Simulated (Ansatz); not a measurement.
Geometry optimisation, RKS B3LYP/def2-SVP in Ansatz.

input.yaml

```yaml
crystal:
  periodic: [false, false, false]
  atoms:
    - { symbol: B, position_ang: [-0.239083, 1.013575, -0.743186] }
    - { symbol: C, position_ang: [1.125052, -0.13319, 1.439269] }
    - { symbol: H, position_ang: [0.088881, -0.459019, 1.60872] }
    - { symbol: H, position_ang: [1.788711, -0.719698, 2.095626] }
    - { symbol: H, position_ang: [1.216074, 0.934206, 1.675137] }
    - { symbol: H, position_ang: [1.419996, -0.28827, 0.38688] }
    - { symbol: "N", position_ang: [-1.281795, 0.107544, -0.778313] }
    - { symbol: H, position_ang: [-1.361988, -0.761262, -0.255023] }
    - { symbol: H, position_ang: [-2.071748, 0.306113, -1.39381] }
basis:
  gaussian: { orbitals: def2-SVP }
hamiltonian:
  xc: b3lyp
relax:
  f_tol: 0.03
  max_steps: 50
```

Launched with:

```bash
$ ansatz run input.yaml --threads 1 --pin off --max-ram 2048MiB --backend cpu --events-out ev --progress --plain --runs-dir out
```

**Question.** Where does it end, and by what steps?

**Answer.** It converged. The force dipped under the threshold on the way, but the program's further checks kept it going. After 22 steps the energy has fallen by 0.218 eV; B1 moved furthest, 1.49 Å.

```
step  energy less start (eV)  largest force component (eV/Å)  accepted
   0                  0.0000                           0.408       yes
   1                 -0.1003                           0.369       yes
   2                 -0.1435                           0.469       yes
   3                 -0.1640                           0.887       yes
   4                 -0.1784                           0.287       yes
   5                 -0.1951                           0.288       yes
   6                 -0.1974                           0.339       yes
   7                 -0.2044                           0.039       yes
   8                 -0.1926                           0.674        no
   9                 -0.2065                           0.026       yes
  10                 -0.2080                           0.138       yes
  11                 -0.2064                           0.275        no
  12                 -0.2099                           0.048       yes
  13                 -0.2115                           0.061       yes
  14                 -0.2116                           0.126       yes
  15                 -0.2133                           0.170       yes
  16                 -0.2156                           0.032       yes
  17                 -0.2162                           0.044       yes
  18                 -0.2037                           0.491        no
  19                 -0.2165                           0.030       yes
  20                 -0.2165                           0.106       yes
  21                 -0.2117                           0.244        no
  22                 -0.2176                           0.007       yes
```

```xyz
9
Properties=species:S:1:pos:R:3
B -1.207 1.578 -1.721
C 1.181 -0.371 1.640
H 0.198 -0.690 2.017
H 1.959 -0.712 2.338
H 1.214 0.725 1.569
H 1.369 -0.815 0.651
N -1.314 0.407 -1.009
H -0.676 0.162 -0.252
H -2.039 -0.284 -1.198
```

Run time: 49 s on 1 thread of Arm Neoverse V1, on a shared host, peak memory 0.14 GiB.
